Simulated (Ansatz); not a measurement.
in.yaml

```yaml
crystal:
  periodic: [false, false, false]
  atoms:
    - {symbol: H, position_ang: [0.000000, 0.000000, -1.527771]}
    - {symbol: H, position_ang: [0.000000, 0.000000, -0.782771]}
    - {symbol: N, position_ang: [0.000000, 0.000000, 1.735313]}
    - {symbol: C, position_ang: [0.000000, 0.000000, 0.575229]}
basis:
  gaussian: {orbitals: cc-pVDZ}
magnetization: {spin_polarized: true, initial_magnetization: 1}
hamiltonian: {xc: {name: PBE}}
output: {orbitals: {seedname: orbitals}}
```

```sh
$ ansatz run in.yaml --threads 1 --pin off --events-out ev --progress --plain --max-ram 2393MiB
```

Log:

```
494 factors; their error is unknown
mean field evaluation 1: about -2548.0987 eV, gradient 2.8e1 eV
mean field evaluation 2: about -2513.8649 eV, gradient 8.0e1 eV
mean field evaluation 4: about -2551.5553 eV, gradient 5.7e0 eV
mean field evaluation 8: about -2551.7834 eV, gradient 1.3e-1 eV
mean field evaluation 16: about -2551.7710 eV, gradient 1.1e-5 eV
mean field -2551.77104045 eV, -93.7758560840 hartree, gradient 1.1e-5 eV, S^2 0.756492; 0 other end points of the search recorded, 0 dependent functions left out
reference -2551.77105980 eV, -93.7758567951 hartree; 8, 7 occupied and 30, 31 virtual orbitals, 494 factors
Total energy: -2551.77105980 eV, -93.7758567951 hartree
```

Ran on 1 thread of Intel Xeon Platinum 8488C, shared host: 0.91 s wall, 0.14 GiB peak host memory.
